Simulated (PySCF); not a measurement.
A species of formula C2H5NS has this rotational fingerprint, computed with PBE0-D3(BJ)/def2-SVP geometry optimisation, gas phase in PySCF:

```
Rotational constants : A = 9641, B = 5029, C = 3374 MHz
Dipole components    : |μa| = 4.32 D, |μb| = 1.21 D, |μc| = 0.00 D
Inertial defect      : -3.14 u·Å²
κ                    : -0.47
```

**Question.** Which candidate fits, each taken in the one conformer that was computed?
A. `CC(N)=S` (thioacetamide)
B. `[H]/[N:1]=[CH:2]/[CH2:3][SH:4]` with N1–C2–C3–S4 115°, C2–C3–S4–H -63°
C. `[H]/[N:4]=[CH:3]\[S:2][CH3:1]` with C1–S2–C3–N4 0°

**Answer.** A. It is CC(N)=S, an asymmetric top, point group Cs. The candidates at the same level (rigid rotor, commonest isotopes):

```json
{"SMILES": "[H]/N=C/CS", "A (MHz)": "20323", "B (MHz)": "2923", "C (MHz)": "2792", "μa (D)": "0.63", "μb (D)": "0.04", "μc (D)": "1.11", "Δ (u·Å²)": "-16.75", "point group": "C1", "rotor": "near-prolate asymmetric top"}
{"SMILES": "CC(N)=S", "A (MHz)": "9641", "B (MHz)": "5029", "C (MHz)": "3374", "μa (D)": "4.32", "μb (D)": "1.21", "μc (D)": "0.00", "Δ (u·Å²)": "-3.14", "point group": "Cs", "rotor": "asymmetric top"}
{"SMILES": "[H]/N=C\\SC", "A (MHz)": "10890", "B (MHz)": "4841", "C (MHz)": "3426", "μa (D)": "2.03", "μb (D)": "1.09", "μc (D)": "0.00", "Δ (u·Å²)": "-3.28", "point group": "Cs", "rotor": "asymmetric top"}
```

`[H]/N=C/CS` has A 111 % too high; `[H]/N=C\SC` has A 13 % too high. In the right answer the mirror of this Cs structure is the ab plane, so μc vanishes by symmetry. No structure here is proved a minimum.
